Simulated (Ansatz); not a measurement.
# SiF+ (singlet): wave-function methods side by side, cc-pVTZ

One table from this session's results is given with a row withheld; the runs are named, their logs left out.

Method: cc-pVTZ, core rule «outside noble gas», up to 6 orbitals frozen; program: Ansatz 0.2.0, Gaussian basis.

Plan: UHF; CCSD(T) on RHF; BCCD(T) on RHF; CISD; CCSDT(Q) on RHF.

10 further runs of the same task are left out: 4 for a known fault of the program, 2 that didn't finish, 4 set aside as unsound or not needed.

### The geometry

The geometry is a PBE0/def2-TZVP stationary point (not a proven minimum).

2 atoms, charge 1, spin multiplicity 1.

Atoms are counted from 1 here; the program's logs count them from 0.

Bond lengths: Si1–F2 1.536 Å.

The first run:

File in.yaml:

```yaml
crystal:
  periodic: [false, false, false]
  atoms:
    - {symbol: Si, position_ang: [0.000000, 0.000000, 0.000000]}
    - {symbol: F, position_ang: [0.000000, 0.000000, 1.536400]}
basis:
  gaussian: {orbitals: cc-pVTZ}
total_charge: 1
magnetization: {spin_polarized: true, initial_magnetization: 0}
hamiltonian: {xc: hf}
output: {orbitals: {seedname: orbitals}}
```

Run with:

```bash
$ ansatz run in.yaml --threads 1 --pin off --events-out ev --progress --plain --max-ram 2393MiB
```

Steps of the session up to this table: UHF; CCSD(T) on RHF; BCCD(T) on RHF; CISD; CCSDT(Q) on RHF.

One table of the session follows, with a row left open; its other results are not shown here.

| method | from RCCSDT(Q) (meV) |
| --- | --- |
| RHF | +9317.4 |
| RMP2 | +578.1 |
| CISD | +890.4 |
| RCCSD | +311.8 |
| RCCSD(T) | +20.0 |
| BCCD(T) | +15.0 |
| RCCSDT | ? |
| RCCSDT(Q) | 0 |

Q: Estimate the row for RCCSDT from the others.

As computed: from RCCSDT(Q) (meV): +13.2. In the column «from RCCSDT(Q) (meV)» it lies between RCCSDT(Q) (0) and BCCD(T) (+15.0).
